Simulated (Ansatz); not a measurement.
Reaction (SMILES): CCl (CH3-Cl) → [CH3] (CH3) + Cl atom
B3LYP-D3(BJ)/def2-TZVP geometries, fixed; electronic energies without zero-point terms.
Largest species:
```xyz
5

C      0.0082     0.0133    -1.1337
Cl    -0.0048    -0.0077     0.6605
H      0.0175     1.0478    -1.4634
H      0.8997    -0.5040    -1.4752
H     -0.8852    -0.4920    -1.4879
```
Charge 0, spin multiplicity 1.

Basis-set convergence of the bond dissociation energy at B3LYP with Ansatz (an electronic-structure program). Cartesian d functions, on some or all atoms, in 6-31G*, 6-31+G*, 6-311+G**; all else is spherical. The program fits the integrals of some runs and decomposes those of others, by size. Open shells are unrestricted. No added dispersion term, no relativity. Functions are those of the species that has most. Reference: the value in pcseg-4, 82.94 kcal/mol, itself unsure by roughly 0.02 kcal/mol (its mean distance from aug-pcseg-3, aug-cc-pV(Q+d)Z, cc-pV(5+d)Z).

| basis | functions | bond dissociation energy (kcal/mol) |
|---|---|---|
| STO-3G | 17 | 96.35 |
| pcseg-0 | 28 | ___ |
| def2-SV(P) | 38 | 82.71 |
| 6-31G* | 40 | ___ |
| def2-SVP | 47 | 82.36 |
| 6-31+G* | 48 | 81.90 |
| cc-pV(D+d)Z | 52 | 83.18 |
| 6-311+G** | 71 | 81.30 |
| def2-SVPD | 71 | 82.36 |
| aug-pcseg-1 | 77 | ___ |
| pcseg-2 | 106 | 82.38 |
| cc-pV(T+d)Z | 111 | 82.86 |
| def2-TZVPPD | 139 | ___ |
| 6-311++G(3df,3pd) | 140 | 83.50 |
| aug-cc-pV(T+d)Z | 170 | 82.80 |
| def2-QZVPPD | 241 | 82.83 |
| aug-cc-pV(Q+d)Z | 307 | 82.95 |
| pcseg-4 | 389 | 82.94 |

Some entries are withheld; supply them.


- pcseg-0, bond dissociation energy (kcal/mol): 67.58
- 6-31G*, bond dissociation energy (kcal/mol): 84.06
- aug-pcseg-1, bond dissociation energy (kcal/mol): 81.66
- def2-TZVPPD, bond dissociation energy (kcal/mol): 83.01
